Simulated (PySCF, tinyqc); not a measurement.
Inside a calculation. Method: RHF in the sto-3g basis, for BH, spin multiplicity 1. This run ends on a higher stationary point, not on the lowest solution. The lowest restricted solution is unstable here: a spin-polarised one lies 0.0056 hartree lower (PySCF). One step of it, computed by the program tinyqc.

Problem. Iteration 2: building the Fock matrix. J_ij = sum D_kl (ij|kl), K_ij = sum D_kl (ik|jl); F = H + J - 0.5 K; E = tr D H + tr D J / 2 - 0.25 tr D K + E_nn.

D after iteration 1:
```
            1B 1s      1B 2s    1B 2px    1B 2py     1B 2pz      2H 1s
1B 1s    2.006097  -0.062406  0.000000  0.000000  -0.112473  -0.193605
1B 2s   -0.062406   0.383471  0.000000  0.000000   0.315377   0.544934
1B 2px   0.000000   0.000000  1.693557  0.720402   0.000000   0.000000
1B 2py   0.000000   0.000000  0.720402  0.306443   0.000000   0.000000
1B 2pz  -0.112473   0.315377  0.000000  0.000000   0.261247   0.451383
2H 1s   -0.193605   0.544934  0.000000  0.000000   0.451383   0.779898
```

core Hamiltonian H = T + V (hartree):
```
             1B 1s      1B 2s     1B 2px     1B 2py     1B 2pz      2H 1s
1B 1s   -12.649972  -3.275908   0.000000   0.000000  -0.010164  -0.322098
1B 2s    -3.275908  -3.739298   0.000000   0.000000  -0.100173  -0.917245
1B 2px    0.000000   0.000000  -2.922852   0.000000   0.000000   0.000000
1B 2py    0.000000   0.000000   0.000000  -2.922852   0.000000   0.000000
1B 2pz   -0.010164  -0.100173   0.000000   0.000000  -2.986651  -0.947719
2H 1s    -0.322098  -0.917245   0.000000   0.000000  -0.947719  -2.106885
```

Two-electron integrals (ij|kl) in chemists' order, unique and non-zero (hartree):
```
(11|11) 2.923513   (21|11) 0.518376   (21|21) 0.109262   (22|11) 0.744229
(22|21) 0.193177   (22|22) 0.544804   (31|31) 0.020264   (32|31) 0.029996
(32|32) 0.120346   (33|11) 0.742491   (33|21) 0.193240   (33|22) 0.544682
(33|33) 0.586773   (41|41) 0.020264   (42|41) 0.029996   (42|42) 0.120346
(43|43) 0.031630   (44|11) 0.742491   (44|21) 0.193240   (44|22) 0.544682
(44|33) 0.523513   (44|44) 0.586773   (51|51) 0.020264   (52|51) 0.029996
(52|52) 0.120346   (53|53) 0.031630   (54|54) 0.031630   (55|11) 0.742491
(55|21) 0.193240   (55|22) 0.544682   (55|33) 0.523513   (55|44) 0.523513
(55|55) 0.586773   (61|11) 0.049985   (61|21) 0.010501   (61|22) 0.018647
(61|33) 0.018570   (61|44) 0.018570   (61|51) 0.000729   (61|52) 0.001360
(61|55) 0.018812   (61|61) 0.001039   (62|11) 0.147745   (62|21) 0.039103
(62|22) 0.125138   (62|33) 0.121356   (62|44) 0.121356   (62|51) 0.004231
(62|52) 0.028199   (62|55) 0.132573   (62|61) 0.004007   (62|62) 0.044102
(63|31) 0.003488   (63|32) 0.017275   (63|53) 0.004955   (63|63) 0.004190
(64|41) 0.003488   (64|42) 0.017275   (64|54) 0.004955   (64|64) 0.004190
(65|11) 0.150845   (65|21) 0.040386   (65|22) 0.136167   (65|33) 0.129239
(65|44) 0.129239   (65|51) 0.007090   (65|52) 0.044368   (65|55) 0.149865
(65|61) 0.004286   (65|62) 0.055696   (65|65) 0.073089   (66|11) 0.327958
(66|21) 0.088251   (66|22) 0.320591   (66|33) 0.303644   (66|44) 0.303644
(66|51) 0.009882   (66|52) 0.090673   (66|55) 0.353998   (66|61) 0.009106
(66|62) 0.155382   (66|65) 0.211220   (66|66) 0.774606
```

nuclear repulsion = 1.64442887 hartree

Give: Coulomb J; exchange K; Fock matrix F; total energy of this density.

Solution.

Coulomb J (hartree):
```
         1B 1s   1B 2s  1B 2px  1B 2py  1B 2pz   2H 1s
1B 1s   8.2981  1.6812  0.0000  0.0000  0.0328  0.1638
1B 2s   1.6812  3.4116  0.0000  0.0000  0.2101  0.8517
1B 2px  0.0000  0.0000  3.4437  0.0456  0.0000  0.0000
1B 2py  0.0000  0.0000  0.0456  3.3560  0.0000  0.0000
1B 2pz  0.0328  0.2101  0.0000  0.0000  3.4232  0.9636
2H 1s   0.1638  0.8517  0.0000  0.0000  0.9636  2.4852
```

exchange K (hartree):
```
          1B 1s   1B 2s  1B 2px  1B 2py   1B 2pz   2H 1s
1B 1s    5.8814  1.1350  0.0000  0.0000  -0.0069  0.1113
1B 2s    1.1350  0.8572  0.0000  0.0000   0.3889  0.5269
1B 2px   0.0000  0.0000  1.1200  0.3999   0.0000  0.0000
1B 2py   0.0000  0.0000  0.3999  0.3499   0.0000  0.0000
1B 2pz  -0.0069  0.3889  0.0000  0.0000   0.5375  0.5484
2H 1s    0.1113  0.5269  0.0000  0.0000   0.5484  1.0408
```

Fock matrix F (hartree):
```
          1B 1s    1B 2s   1B 2px   1B 2py   1B 2pz    2H 1s
1B 1s   -7.2926  -2.1623   0.0000   0.0000   0.0261  -0.2140
1B 2s   -2.1623  -0.7563   0.0000   0.0000  -0.0845  -0.3290
1B 2px   0.0000   0.0000  -0.0391  -0.1544   0.0000   0.0000
1B 2py   0.0000   0.0000  -0.1544   0.2582   0.0000   0.0000
1B 2pz   0.0261  -0.0845   0.0000   0.0000   0.1677  -0.2584
2H 1s   -0.2140  -0.3290   0.0000   0.0000  -0.2584  -0.1421
```

total energy of this density = -24.334091 hartree
